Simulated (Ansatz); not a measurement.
# Other spins and charges of PH4, doublet at one geometry

Geometry (PBE0/def2-TZVP stationary point for this spin, not checked as a minimum):

```xyz
5

P     0.0456    0.0000    0.0000
H     0.1616    0.0000   -1.5147
H    -0.8626    1.0782    0.0000
H    -0.8626   -1.0782    0.0000
H     0.1616    0.0000    1.5147
```

Basis 6-31G; Ansatz 0.2.0. Correlated methods freeze the noble-gas cores. Prefix R: restricted or restricted open-shell reference; prefix U: unrestricted. Active spaces: valence = (9e, 8o) chosen from the atoms' valence shells.

Gaps are energies of the second state less the first, at fixed atoms, for a selection of the levels run; each method lands on the state that its own search finds for that charge and spin.

For open shells CISD and CISDTQ are restricted-active-space CI with the open shells as a complete middle space.

Quartet less doublet: 7.875 eV at full CI (doublet A1, quartet B1, in C2v).

Large singles or doubles amplitudes warn of static correlation in the PH4 quartet.

| level | gap (eV) | error (meV) |
| --- | --- | --- |
| UMP2 | 8.088 | 213 |
| UCCSD(T) | 7.892 | 17 |
| RCCSDT | 7.874 | -1 |
| CISDTQ | 7.874 | -1 |
| RCCSDTQ | 7.875 | 0 |
| NEVPT2 (valence space) | 7.922 | 47 |
| MRCISD (valence space) | 7.889 | 14 |
| B3LYP | 7.991 | 116 |
| wB97M-V | 8.256 | 381 |
| B2PLYP | 8.059 | 184 |

Removing an electron, to the triplet: 11.428 eV at full CI (doublet A1, triplet ion A1, in C2v).

| level | gap (eV) | error (meV) |
| --- | --- | --- |
| RHF | 11.418 | -10 |
| UHF | 11.285 | -143 |
| RMP2 | 11.522 | 94 |
| UMP2 | 11.558 | 130 |
| CISD | 11.436 | 8 |
| RCCSD | 11.437 | 9 |
| UCCSD | 11.441 | 13 |
| RCCSD(T) | 11.431 | 3 |
| UCCSD(T) | 11.433 | 5 |
| BCCD(T) | 11.432 | 4 |
| RCCSDT | 11.426 | -2 |
| UCCSDT | 11.427 | -1 |
| CISDTQ | 11.427 | -1 |
| RCCSDT(Q) | 11.428 | 0 |
| UCCSDT(Q) | 11.428 | 0 |
| RCCSDTQ | 11.428 | 0 |
| UCCSDTQ | 11.428 | 0 |
| CASSCF (valence space) | 11.077 | -351 |
| NEVPT2 (valence space) | 11.346 | -82 |
| MRCISD (valence space) | 11.418 | -10 |
| MRCISD+Q (valence space) | 11.429 | 1 |
| PBE | 11.903 | 475 |
| r2SCAN | 11.952 | 524 |
| PBE0 | 12.022 | 594 |
| B3LYP | 12.079 | 651 |
| wB97M-V | 12.092 | 664 |
| B2PLYP | 11.871 | 443 |
| RPA-PBE | 11.526 | 98 |

Removing an electron, to the singlet: 6.630 eV at full CI (doublet A1, singlet ion A1, in C2v).

```json
{"level": "UHF", "gap (eV)": "6.960", "error (meV)": "330"}
{"level": "RMP2", "gap (eV)": "6.740", "error (meV)": "110"}
{"level": "RCCSDT", "gap (eV)": "6.630", "error (meV)": "0"}
{"level": "RCCSDTQ", "gap (eV)": "6.630", "error (meV)": "0"}
{"level": "UCCSDTQ", "gap (eV)": "6.630", "error (meV)": "0"}
{"level": "CASSCF (valence space)", "gap (eV)": "6.187", "error (meV)": "-443"}
{"level": "MRCISD (valence space)", "gap (eV)": "6.616", "error (meV)": "-14"}
{"level": "r2SCAN", "gap (eV)": "7.344", "error (meV)": "714"}
{"level": "B3LYP", "gap (eV)": "7.341", "error (meV)": "711"}
{"level": "RPA-PBE", "gap (eV)": "6.687", "error (meV)": "57"}
```

In so small a basis the reference is far from its limit while semilocal and hybrid functionals are nearer theirs (RPA and double hybrids share much of the reference's basis error), so the functionals' errors here hold much of the reference's basis and frozen-core error, which can add to them or hide them.

Full CI is exact within this basis and frozen core; it isn't the basis-set limit. The frozen core follows each run's orbitals, which can shift R against U totals by a few meV.
